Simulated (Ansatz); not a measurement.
**One shape, several levels: BH2SCl (SMILES SBCl)**

Aim: a comparison of 6 runs (HF/STO-3G, B3LYP/STO-3G, UB3LYP/STO-3G, RPA@PBE/STO-3G, CCSD/STO-3G, FCI/STO-3G) of BH2SCl. 

The results are computed with Ansatz 0.2.0.

61 further runs of the same task are left out: 1 that didn't finish, 60 set aside as unsound or not needed.

## (1) The molecule

BH2SCl has 5 atoms, charge 0, and is taken as a singlet. As SMILES, `SBCl`. The H4–S1 distance was set to 2.015 Å, away from the relaxed value. At this shape a bond of the SMILES string is far longer than usual.

Bond lengths: S1–B2 1.779 Å, B2–Cl3 1.745 Å, B2–H5 1.189 Å. Angles: S1–B2–Cl3 118.6°, S1–B2–H5 122.1°, Cl3–B2–H5 119.3°. A long bond or contact: S1–H4 2.015 Å.

## (2) A single-point energy at HF/STO-3G (run 1)

input.yaml

```yaml
crystal:
  periodic: [false, false, false]
  atoms:
    - symbol: S
      position_ang: [-1.362950, -0.637300, -0.096700]
    - symbol: B
      position_ang: [0.334450, -0.846300, 0.391500]
    - symbol: Cl
      position_ang: [0.820250, -2.367400, 1.095700]
    - symbol: H
      position_ang: [-1.157600, 1.248200, -0.777100]
    - symbol: H
      position_ang: [1.141950, 0.014900, 0.252500]
basis:
  gaussian: {orbitals: STO-3G}
hamiltonian: {xc: hf}
accuracy: high
```

The run is started by

```console
$ ansatz run input.yaml --threads 1 --pin off --max-ram 2610MiB --events-out events.jsonl --progress --plain --runs-dir runs
```

Output:

```text
Warning: RAYON_NUM_THREADS=1 ignored (pool sized by the plan → 1); use --threads N
Functional definition: HF
  name "HF"
  exchange = exact_x
  correlation = 0
448 factors; integrals over basis functions are off by at most 1.4e-8 eV
mean field evaluation 1: about -23759.3919 eV, gradient 2.1e1 eV
mean field evaluation 2: about -23759.4270 eV, gradient 2.1e1 eV
mean field evaluation 4: about -23761.3709 eV, gradient 1.5e0 eV
mean field evaluation 8: about -23761.3822 eV, gradient 9.1e-4 eV
mean field -23761.38216603 eV, -873.2146885584 hartree, gradient 2.4e-8 eV, S^2 0.000000; 0 other end points of the search recorded, 0 dependent functions left out
reference -23761.38216603 eV, -873.2146885584 hartree; 20, 20 occupied and 5, 5 virtual orbitals, 448 factors
Total energy: -23761.38216603 eV, -873.2146885584 hartree
```

It took 0.18 s on 1 thread of Arm Neoverse V1, shared host.

## (3) The energy at B3LYP/STO-3G (run 2)

in.yaml

```yaml
crystal:
  periodic: [false, false, false]
  atoms:
    - symbol: S
      position_ang: [-1.362950, -0.637300, -0.096700]
    - symbol: B
      position_ang: [0.334450, -0.846300, 0.391500]
    - symbol: Cl
      position_ang: [0.820250, -2.367400, 1.095700]
    - symbol: H
      position_ang: [-1.157600, 1.248200, -0.777100]
    - symbol: H
      position_ang: [1.141950, 0.014900, 0.252500]
basis:
  gaussian: {orbitals: STO-3G}
hamiltonian: {xc: {name: B3LYP}}
accuracy: high
```

The run is started by

```console
$ ansatz run in.yaml --threads 1 --pin off --max-ram 2610MiB --events-out events.jsonl --progress --plain --runs-dir runs
```

Output:

```text
Warning: RAYON_NUM_THREADS=1 ignored (pool sized by the plan → 1); use --threads N
Functional definition: B3LYP
  name "B3LYP"
  parameter a0 = 0.2
  parameter ax = 0.72
  parameter ac = 0.81
  exchange = (1 - a0 - ax)*slater_x + ax*b88_x + a0*exact_x
  correlation = (1 - ac)*vwn_rpa_c + ac*lyp_c
448 factors; integrals over basis functions are off by at most 1.4e-8 eV
mean field evaluation 1: about -23800.3855 eV, gradient 1.3e1 eV
mean field evaluation 2: about -23800.1773 eV, gradient 1.6e1 eV
mean field evaluation 4: about -23801.1645 eV, gradient 1.4e0 eV
mean field evaluation 8: about -23801.1244 eV, gradient 4.6e-3 eV
mean field evaluation 16: about -23801.1244 eV, gradient 8.8e-8 eV
mean field -23801.12443048 eV, -874.6751898386 hartree, gradient 8.8e-8 eV, S^2 0.000000; 0 other end points of the search recorded, 0 dependent functions left out
reference -23801.12445892 eV, -874.6751908839 hartree; 20, 20 occupied and 5, 5 virtual orbitals, 448 factors
Total energy: -23801.12445892 eV, -874.6751908839 hartree
```

Wall time 1.5 s (1 thread of Arm Neoverse V1, shared host); peak memory 0.1 GiB.

## (4) A single-point energy at UB3LYP/STO-3G (run 3)

molecule.yaml

```yaml
crystal:
  periodic: [false, false, false]
  atoms:
    - symbol: S
      position_ang: [-1.362950, -0.637300, -0.096700]
    - symbol: B
      position_ang: [0.334450, -0.846300, 0.391500]
    - symbol: Cl
      position_ang: [0.820250, -2.367400, 1.095700]
    - symbol: H
      position_ang: [-1.157600, 1.248200, -0.777100]
    - symbol: H
      position_ang: [1.141950, 0.014900, 0.252500]
basis:
  gaussian: {orbitals: STO-3G}
magnetization: {spin_polarized: true}
hamiltonian: {xc: {name: B3LYP}}
accuracy: high
```

The run is started by

```console
$ ansatz run molecule.yaml --threads 1 --pin off --max-ram 2610MiB --events-out events.jsonl --progress --plain --runs-dir runs
```

Output (excerpt; [...] marks lines left out):

```text
Warning: RAYON_NUM_THREADS=1 ignored (pool sized by the plan → 1); use --threads N
[... 7 set-up lines as earlier in the session ...]
448 factors; integrals over basis functions are off by at most 1.4e-8 eV
mean field evaluation 1: about -23800.3855 eV, gradient 9.5e0 eV
mean field evaluation 2: about -23800.1773 eV, gradient 1.1e1 eV
mean field evaluation 4: about -23801.1645 eV, gradient 1.0e0 eV
mean field evaluation 8: about -23801.1244 eV, gradient 3.3e-3 eV
mean field evaluation 16: about -23801.1244 eV, gradient 2.2e-8 eV
mean field -23801.12443048 eV, -874.6751898386 hartree, gradient 2.2e-8 eV, S^2 0.000000; 1 other end points of the search recorded, 0 dependent functions left out
reference -23801.12445892 eV, -874.6751908839 hartree; 20, 20 occupied and 5, 5 virtual orbitals, 448 factors
Total energy: -23801.12445892 eV, -874.6751908839 hartree
```

It took 2.8 s on 1 thread of Arm Neoverse V1, shared host; peak memory 0.14 GiB.

Runs 4 to 5 aren't shown in full; the table further down has their settings and results.

## (5) The energy at FCI/STO-3G (run 6)

Edit input.yaml of step 2 so:

```diff
@@ -14,4 +14,7 @@
 basis:
-  gaussian: {orbitals: STO-3G}
-hamiltonian: {xc: hf}
+  gaussian:
+    orbitals: STO-3G
 accuracy: high
+correlation:
+  method: fci
+  frozen_orbitals: {B: 1, Cl: 5, H: 0, S: 5}
```

The run is started by

```console
$ ansatz run input.yaml --threads 1 --pin off --max-ram 2610MiB --events-out events.jsonl --progress --plain --runs-dir runs
```

Output:

```text
Warning: RAYON_NUM_THREADS=1 ignored (pool sized by the plan → 1); use --threads N
[... 4 set-up lines as earlier in the session ...]
448 factors; integrals over basis functions are off by at most 1.4e-8 eV
mean field evaluation 1: about -23759.3919 eV, gradient 2.1e1 eV
mean field evaluation 2: about -23759.4270 eV, gradient 2.1e1 eV
mean field evaluation 4: about -23761.3709 eV, gradient 1.5e0 eV
mean field evaluation 8: about -23761.3822 eV, gradient 9.1e-4 eV
mean field -23761.38216603 eV, -873.2146885584 hartree, gradient 2.4e-8 eV, S^2 0.000000; 0 other end points of the search recorded, 0 dependent functions left out; unrestricted orbitals would lower it
mean field evaluation 16: about -23762.1311 eV, gradient 3.1e0 eV
11 core orbitals not correlated: weight in the atoms' cores, before any rotation towards them, 1.000 or more for the frozen orbitals, at most 0.000 for the correlated occupied ones
reference -23761.38216603 eV, -873.2146885584 hartree; 9, 9 occupied and 5, 5 virtual orbitals, 448 factors
state -23765.57818201 eV, -873.3688893015 hartree
Total energy: -23765.57818201 eV, -873.3688893015 hartree
```

It took 20 s on 1 thread of Arm Neoverse V1, shared host; peak memory 0.36 GiB.

## (6) The series

```tsv
run	level	frozen core orbitals	energy (Eh)	wall time
1	HF/STO-3G	–	-873.214689	0.18 s
2	B3LYP/STO-3G	–	-874.675191	1.5 s
3	UB3LYP/STO-3G	–	-874.675191	2.8 s
4	RPA@PBE/STO-3G	11	-873.417059	2.1 s
5	CCSD/STO-3G	11	-873.364684	0.26 s
6	FCI/STO-3G	11	-873.368889	20 s
```

## (7) Results

| quantity | value |
| --- | --- |
| run 6: total energy | -873.36889 Eh |
| run 6: correlation energy (11 core orbitals frozen) | -154.2 mEh |

What this shows: Against full CI in this basis: HF +154.2 mEh; CCSD +4.2 mEh. In run 5 the log says that unrestricted orbitals would lower the reference, so the values rest on an unstable closed-shell determinant (other closed-shell runs at this shape may share the fault). In runs 1, 2, 3, 4, 5, 6 the basis is minimal, so the values are rough. All runs together took 27 s, the longest 20 s.
